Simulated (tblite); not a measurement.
Species: C4H9O2 (doublet state).
Numbering: `[CH3:1][O:2][C@@H:3]([CH3:4])[CH2:5][O:6]` (hydrogens: H7, H8, H9 on C1; H10 on C3; H11, H12, H13 on C4; H14, H15 on C5)

Geometry (GFN2-xTB, Å), atoms numbered from 1 in this order:
```xyz
15
C4H9O2 angstrom
C      1.9423   -0.1339    0.4337
O      0.6611   -0.6003    0.7131
C     -0.2744   -0.2930   -0.2712
C     -1.5669   -1.0358    0.0090
C     -0.4906    1.2874   -0.2212
O      0.6303    1.9310   -0.4921
H      2.3990   -0.6583   -0.4131
H      1.8383    0.9481    0.1367
H      2.5434   -0.2347    1.3339
H      0.1208   -0.5245   -1.2714
H     -1.9618   -0.7428    0.9780
H     -2.3025   -0.8188   -0.7597
H     -1.3732   -2.1058    0.0250
H     -0.9120    1.5230    0.7754
H     -1.2582    1.4664   -0.9980
```

Computed values, GFN2-xTB/tblite, gas phase, harmonic and unscaled. The method is semi-empirical: single wavenumbers can be off by several per cent or more. One conformer, not necessarily the lowest. Open shells enter through the occupations alone, without spin polarisation, and single modes of such species can be off by tens of per cent.

Harmonic wavenumbers (cm⁻¹): 162.4, 172.6, 213.7, 276.4, 308.8, 342.4, 424.1, 459.7, 532.7, 784.1, 880.4, 928.0, 1017.0, 1079.3, 1090.4, 1108.4, 1119.9, 1167.0, 1204.3, 1225.0, 1240.8, 1292.1, 1320.1, 1354.2, 1397.9, 1406.3, 1435.5, 1451.7, 1467.7, 1481.7, 2512.1, 2745.5, 2789.3, 2869.8, 2921.4, 3035.6, 3039.1, 3052.2, 3056.6.

A = 4493, B = 3444, C = 2122 MHz; mass 89.060 u (most abundant isotopes); point group C1, symmetry number 1; spin multiplicity 2.

Problem. What is the zero-point energy?

Solution. Half the sum of the wavenumbers: 27183 cm⁻¹ = 77.72 kcal/mol.

Problem. Give the ideal-gas entropy at 350 K and 1 bar in the rigid-rotor, harmonic-oscillator model (classical rotation).

Solution. Translation 40.20, rotation 27.16, vibration 17.87, spin (R ln 2) 1.38: S = 86.6 cal/(mol K).

Problem. And Cp and H(350 K) − H(0)?

Solution. Cp = 31.21 cal/(mol K), of which vibrations give 23.26 (their classical limit is 39 R = 77.5); H(350 K) − H(0) = 6.52 kcal/mol without the zero-point energy, 3.74 from vibrations.

Problem. What must be added to the electronic energy to get the Gibbs energy at 350 K and 1 bar?

Solution. ZPE + [H(350 K) − H(0)] − T·S = 77.72 + 6.52 − 30.31 = 53.93 kcal/mol.

Problem. Which modes carry the vibrational entropy at 350 K?

Solution. 162.4 cm⁻¹: 2.83; 172.6 cm⁻¹: 2.71; 213.7 cm⁻¹: 2.31; 276.4 cm⁻¹: 1.84; 308.8 cm⁻¹: 1.64; 342.4 cm⁻¹: 1.46 cal/(mol K); the other 33 give 5.08 together.

Problem. How do the functions run with temperature in this model?

Solution. 
```
 T (K)  S (cal/(mol K))  Cp (cal/(mol K))  H − H(0) (kcal/mol)  G − H(0) (kcal/mol)  ln q(vib)
    50             53.5               8.9                 0.41                -2.27       0.02
   100             61.0              13.2                 0.96                -5.14       0.28
298.15             81.9              27.4                 5.00               -19.42       2.83
373.15             88.7              32.9                 7.26               -25.82       3.97
   500             99.5              41.7                12.01               -37.76       5.99
   750            119.0              54.5                24.14               -65.14      10.07
  1000            136.0              63.0                38.90               -97.06      14.06
```

q(vib) and H(0) count from the zero-point level.

Hindered rotation and anharmonicity are outside this model. Other conformers, if any are populated, would add a mixing term that is left out. The structure is chiral; the term R ln 2 for an equal mix with its mirror image is left out.
